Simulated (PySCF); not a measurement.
A simulated first-order isotropic EPR spectrum at 9.389 GHz has these lines.

Lines, field (mT) (relative intensity): 291.65 (1), 321.25 (1), 350.85 (1), 380.44 (1)

Problem. Find the g value from the centre of the pattern.

Solution. The pattern is symmetric about 336.05 mT, so g = hν/(μB·B0) = 9389/(13.99624 × 336.05) = 1.9962, a shift of -6.1 × 10⁻³ from the free-electron value.

Problem. Which couplings and how many nuclei make this pattern?

Solution. The first two lines at either end are about 29.60 mT apart, which is the smallest coupling, and their intensity ratio 1:1 counts the nuclei that share it. In full: a 1:1:1:1 quartet of 29.60 mT (827 MHz), from 1 nucleus of spin 3/2. Check: Σ 2nI·a is the distance from the first to the last line, 88.80 mT.

Problem. The radical has the formula BS. Propose a structure, and say which nuclei carry the couplings.

Solution. `[B]=S` [radical], numbered [B:1]=[S:2]. 29.60 mT: 11B at B1 (largest spin population; computed sign +). The largest Mulliken spin population is on B1 (+1.02).

Computed with UKS B3LYP, IGLO-III on B S, non-relativistic, mean-field spin-orbit, GIAO in PySCF. Geometry: PBE0-D3(BJ)/def2-SVP; no solvent, vibrations or thermal averaging.

Main isotope only: 11B (natural samples also hold 20 % 10B, magnetic too, which adds its own pattern).

First-order positions only. To second order lines move to lower field by a²/(2B0)·[J(J+1) − M²], with J the total spin of the equivalent nuclei and M its projection: up to 4.56 mT for the 29.60 mT coupling at this field.

For comparison, experiment gives in magnitude: 11B B1 795.6 MHz (computed 827.0); 11B B1 796.0 MHz (computed 827.0) (Ne matrix; Aldegunde, Hutson, Hyperfine structure of 2Sigma molecules containing alkaline-earth atoms, arXiv:1711.09467; Tran, Improving perturbation theory for open-shell molecules via self-consistency, arXiv:2107.11260 (experimental column from Kossmann, Neese)).

Rare isotopes and splittings under 0.04 mT were left out of the simulation.
